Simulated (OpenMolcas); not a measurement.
# AlH (SMILES [AlH]): SVWN/ANO-RCC-VDZP (DKH2)

What is the vertical ionisation energy of AlH at SVWN/ANO-RCC-VDZP (DKH2)? 

The calculation is run with OpenMolcas 26.06.

**1. The system as given**

AlH: 2 atoms, total charge 0, spin state singlet. SMILES: `[AlH]`. Geometry: a GFN2-xTB relaxation, a rough one for these elements and not checked as a minimum.

Bond lengths: Al1–H2 1.613 Å.

**2. Energy and forces at SVWN/ANO-RCC-VDZP (DKH2)**

Contents of struct.xyz:

```xyz
2

Al     0.000000     0.000000     0.000000
H      0.000000     0.000000     1.613470
```

Contents of job.inp:

```
* AlH Kohn-Sham DFT
>>> EXPORT MOLCAS_PRINT=2
&GATEWAY
Coord
struct.xyz
Basis
ANO-RCC-VDZP
Group
NoSym
&SEWARD
&SCF
KSDFT
SVWN
PrOrbitals
1 1
&ALASKA
```

Command:

```bash
$ export MOLCAS_MEM=1860
$ pymolcas job.inp > job.log
```

The log of the run:

```text
--- Start Module: gateway ---

                                              &GATEWAY

                       available to each process: 1.9 GB of memory, 1 thread

++    Symmetry information:
      ---------------------

                    Character Table for C1

                             E
                    a        1  x, y, xy, Rz, z, xz, Ry, yz, Rx, I
--

++    Basis set information:
      ----------------------

      Basis set label: AL.ANO-RCC...4S3P1D.

      Electronic valence basis set:
      ------------------
      Associated Effective Charge  13.000000 au
      Associated Actual Charge     13.000000 au
      Nuclear Model: Point charge

      Shell  nPrim  nBasis  Cartesian Spherical Contaminant
         s      17       4        X
         p      12       3        X
         d       5       1                 X

      Basis set label: H.ANO-RCC...2S1P.

      Electronic valence basis set:
      ------------------
      Associated Effective Charge   1.000000 au
      Associated Actual Charge      1.000000 au
      Nuclear Model: Point charge

      Shell  nPrim  nBasis  Cartesian Spherical Contaminant
         s       8       2        X
         p       4       1        X
--

++    Molecular structure info:
      -------------------------

                    ************************************************
                    **** Cartesian Coordinates / bohr, angstrom ****
                    ************************************************

     Center  Label                x              y              z                     x              y              z
        1      AL1              0.000000       0.000000       0.000000              0.000000       0.000000       0.000000
        2      H2               0.000000       0.000000       3.049016              0.000000       0.000000       1.613470
--

            Nuclear Potential Energy              4.26367006 au

--- Stop Module: gateway /rc=_RC_ALL_IS_WELL_ ---

--- Start Module: seward ---

                                              &SEWARD

                       available to each process: 1.9 GB of memory, 1 thread

               SEWARD will generate:
                  Multipole Moment integrals up to order  2
                  Kinetic Energy integrals
                  Nuclear Attraction integrals (point charge)
                  One-Electron Hamiltonian integrals
                  Velocity integrals
                  Relativistic Douglas-Kroll-Hess integrals:
                    - Parametrization         : EXP
                    - DKH order of Hamiltonian: 2
                    - DKH order of Properties : 0
                         - multipole moment operators
                         - electric potential operators
                         - contact operators
                  Orbital angular momentum around (  0.0000   0.0000   0.1098 )
                  Velocity quadrupole around (  0.0000   0.0000   0.1098 )
                  Atomic mean-field integrals
                  Two-Electron Repulsion integrals

                   Integrals are discarded if absolute value <: 1.00E-14
                   Integral cutoff threshold is set to       <: 1.00E-16

            Nuclear Potential Energy              4.26367006 au

      Basis set specifications :
      Symmetry species         a
      Basis functions           23

--- Stop Module: seward /rc=_RC_ALL_IS_WELL_ ---

--- Start Module: scf ---

                                                &SCF

                       available to each process: 1.9 GB of memory, 1 thread

 ###############################################################################
 ###     Minimized-density-differences option turned off!                    ###
 ###############################################################################
++    Input section:
      --------------

      Header of the integral files:

      Cartesian coordinates in angstrom:
      -----------------------------------------------------
      No.  Label        X            Y            Z
      -----------------------------------------------------
       1   AL1        0.00000000   0.00000000   0.00000000
       2   H2         0.00000000   0.00000000   1.61347000
      -----------------------------------------------------
      Nuclear repulsion energy =    4.26367006
--

++    Orbital specifications:
      -----------------------

      Symmetry species               1
                                     a
      Frozen orbitals                0
      Occupied orbitals              7
      Secondary orbitals            16
      Deleted orbitals               0
      Total number of orbitals      23
      Number of basis functions     23
--

      Molecular charge                           0.000

      Numerical integration parameters
      --------------------------------
      Radial quadrature type:                         MHL
      Size of radial grid:                            75
      Lebedev angular grid:                           29
      Angular grid pruned with the crowding factor:  3.00E+00
                                 and fading factor:  6.00E+00
      Screening threshold for integral computation:   1.00E-11
      Radial quadrature accuracy:                     1.00E-25
      Maximum batch size:                             128
      AO values are stored on disk
      The same grid will be used for all iterations.

      DFT functional specifications
      -----------------------------
      Using Libxc version: 6.2.2
      Please cite the following reference:
      S. Lehtola, C. Steigemann, M. J.T. Oliveira, and M. A.L. Marques.,  SoftwareX 7, 1–5 (2018) doi:10.1016/j.softx.2017.11.002

      * Slater exchange
        - P. A. M. Dirac.,  Math. Proc. Cambridge Philos. Soc. 26, 376 (1930) doi:10.1017/S0305004100016108
        - F. Bloch.,  Z. Phys. 57, 545 (1929) doi:10.1007/BF01340281
      * Vosko, Wilk & Nusair (VWN5_RPA)

++    Optimization specifications:
      ----------------------------

      SCF Algorithm: Conventional
      D(i)-D(i-1) density differences are used
      Number of density matrices in core                 5
      Maximum number of NDDO SCF iterations            400
      Maximum number of HF SCF iterations              400
      Threshold for SCF energy change             1.00E-09
      Threshold for density matrix                1.00E-04
      Threshold for Fock matrix                   1.50E-04
      Threshold for linear dependence             1.00E-09
      Threshold at which DIIS is turned on        1.50E-01
      Maximum depth in the DIIS procedure                5
      Maximum depth in the BFGS Hessian update          30
      Threshold at which QNR/C2DIIS is turned on  7.50E-02
      Threshold for Norm(delta) (QNR/C2DIIS)      1.00E-03
      All orbitals punched on: SCFORB
--

      Input vectors read from INPORB
      Orbital file label: *Guess orbitals

++ Convergence information
                                   SVWN       iterations: Energy and convergence statistics

Iter     Tot. SVWN       One-elec.       Two-elec.     Energy      Max Dij or  Max Fij      DNorm      TNorm      AccCon     Time
         Energy          Energy          Energy        Change      Delta Norm                                                in Sec.
   1  -242.568159390  -364.515682349   117.683852896   0.00E+00    2.81E-01*   9.67E-02*    5.32E+00   5.71E+01   None         0.
   2  -242.607196235  -365.007948980   118.137082682  -3.90E-02*   1.79E-01*   4.14E-02*    1.21E+00   5.72E+01   EDIIS        0.
   3  -242.612347497  -364.482229005   117.606211445  -5.15E-03*   6.73E-02*   1.55E-02*    8.52E-01   5.70E+01   EDIIS        0.
   4  -242.618528399  -364.793492182   117.911293720  -6.18E-03*   9.02E-03*   4.14E-03*    2.86E-01   5.71E+01   c2DIIS       0.
   5  -242.619012883  -364.734014878   117.851331931  -4.84E-04*   4.53E-03*   7.94E-04*    3.72E-02   5.71E+01   QNRc2DIIS    0.
   6  -242.619017772  -364.732817112   117.850129276  -4.89E-06*   1.90E-03*   5.74E-04*    2.39E-02   5.71E+01   QNRc2DIIS    0.
   7  -242.619021032  -364.732055523   117.849364428  -3.26E-06*   2.40E-04    1.08E-04     1.01E-02   5.71E+01   QNRc2DIIS    0.
   8  -242.619021119  -364.732909144   117.850217961  -8.78E-08*   6.57E-06    7.26E-06     1.25E-03   5.71E+01   QNRc2DIIS    0.
   9  -242.619021119  -364.732767598   117.850076415  -1.26E-10    5.07E-07    6.92E-07     3.87E-05   5.71E+01   QNRc2DIIS    0.

       Convergence after   9 Iterations
--

 *****************************************************************************************************************************
 *                                             SCF/KS-DFT Program, Final results                                             *
 *                                                       Final Results                                                       *
 *****************************************************************************************************************************

::    Total KS-DFT energy                            -242.6190211195
      One-electron energy                            -364.7327675981
      Two-electron energy                             117.8500764153
      Nuclear repulsion energy                          4.2636700633
      Kinetic energy (interpolated)                   245.3243899850
      Virial theorem                                    0.9889722793
      Total spin, S(S+1)                                0.0000000000
      Total spin, S                                     0.0000000000
      Max non-diagonal density matrix element           0.0000004567
      Max non-diagonal Fock matrix element              0.0000001256

      All orbitals with orbital energies smaller than  E(LUMO)+0.5 are printed

++    Molecular orbitals:
      -------------------

      Title: RKS-DFT orbitals

      Molecular orbitals for symmetry species 1: a

          Orbital            1         2         3         4         5         6         7         8         9        10
          Energy          -55.2477   -3.9408   -2.5564   -2.5564   -2.5472   -0.3511   -0.1937   -0.1099   -0.1099    0.0341
          Occ. No.          2.0000    2.0000    2.0000    2.0000    2.0000    2.0000    2.0000    0.0000    0.0000    0.0000

          Orbital           11        12        13        14        15        16
          Energy            0.0962    0.1802    0.1802    0.1936    0.1936    0.2857
          Occ. No.          0.0000    0.0000    0.0000    0.0000    0.0000    0.0000

--

++    Molecular charges:
      ------------------

      Mulliken charges per centre and basis function type
      ---------------------------------------------------

                AL1     H2
      1s       2.0000  1.0729
      2s       1.9936 -0.0251
      2px      1.9998 -0.0001
      2pz      2.0016  0.0143
      2py      1.9998 -0.0001
      3s       1.8818  0.0000
      3px      0.0002  0.0000
      3pz      0.9871  0.0000
      3py      0.0002  0.0000
      4s      -0.0036  0.0000
      3d2+     0.0000  0.0000
      3d1+     0.0000  0.0000
      3d0      0.0780  0.0000
      3d1-     0.0000  0.0000
      3d2-     0.0000  0.0000
      4px      0.0000  0.0000
      4pz     -0.0008  0.0000
      4py      0.0000  0.0000
      Total   12.9380  1.0620

      N-E      0.0620 -0.0620

      Total electronic charge=   14.000000

      Total            charge=   -0.000000
--

++    Static properties:
      ------------------

      LoProp Charges per center

                   AL1      H2
      Nuclear     13.0000   1.0000
      Electronic -12.8636  -1.1364

      Total        0.1364  -0.1364
--

++    Natural Bond Order analysis
      ---------------------------
      Based on LoProp computed density
      -------------------------------------------------------------------------------------
      Atom A       Atom B       Bond Order
        AL1          H2             0.771
      -------------------------------------------------------------------------------------
      NBO located      1.541 electrons involved in    1 bonds.
      NBO located      1.004 non-bonded electrons on atom AL1
      NBO located      0.997 non-bonded electrons on atom AL1
      NBO located      1.000 non-bonded electrons on atom AL1
      NBO located      1.000 non-bonded electrons on atom AL1
      NBO located      1.000 non-bonded electrons on atom AL1
      The remaining    0.791 electrons are to be considered as diffuse
--

++    Molecular properties:
      ---------------------

      Charge (e):
                      =   -0.0000
      Dipole Moment (debye):
      Origin of the operator (angstrom)=    0.0000    0.0000    0.0581
                   X=  9.6418E-13               Y=  1.2126E-13               Z=  6.3697E-02           Total=  6.3697E-02
      Quadrupole Moment (debye*angstrom):
      Origin of the operator (angstrom)=    0.0000    0.0000    0.0581
                  XX= -1.2221E+01              XY=  7.4283E-16              XZ= -8.1056E-14              YY= -1.2221E+01
                  YZ= -1.9017E-13              ZZ= -1.9046E+01
      In traceless form (debye*angstrom)
                  XX=  3.4124E+00              XY=  1.1142E-15              XZ= -1.2158E-13              YY=  3.4124E+00
                  YZ= -2.8525E-13              ZZ= -6.8248E+00
--

--- Stop Module: scf /rc=_RC_ALL_IS_WELL_ ---
--- Module scf spent 1 second ---

--- Start Module: alaska ---

                                              &ALASKA

                       available to each process: 1.9 GB of memory, 1 thread

                     Threshold for contributions to the gradient: 1.000E-07

                    ********************************************
                    * Symmetry Adapted Cartesian Displacements *
                    ********************************************

           Irreducible representation : a
           Basis function(s) of irrep: x, y, xy, Rz, z, xz, Ry, yz, Rx, I

 Basis Label        Type   Center Phase
   1   AL1          x         1     1
   2   AL1          y         1     1
   3   AL1          z         1     1
   4   H2           x         2     1
   5   H2           y         2     1
   6   H2           z         2     1

                     No automatic utilization of translational and rotational invariance of the energy is employed.

 Rotational correction to the DFT gradient is turned off due to close-to-degeneracy problems!

 DFT contribution computed for a moving grid.

 Conventional ERI gradients!

 **************************************************
 *              Molecular gradients               *
 **************************************************

  Irreducible representation: a
 ------------------------------------------------------------------------------------------
                              X                       Y                       Z
 ------------------------------------------------------------------------------------------
  AL1               1.53629152344908E-15    1.41039789175824E-15    1.43714694223829E-02
  H2               -1.53802624692507E-15   -1.40345899785432E-15   -1.43714694223833E-02
 ------------------------------------------------------------------------------------------

--- Stop Module: alaska /rc=_RC_ALL_IS_WELL_ ---

.##################.
.# Happy landing! #.
.##################.

    Timing: Wall=2.70 User=2.08 System=0.61
```

Wall time 2.9 s (1 thread of Arm Neoverse V1, shared host); peak memory 0.37 GiB.

(Part 1 of 2 ends here.)
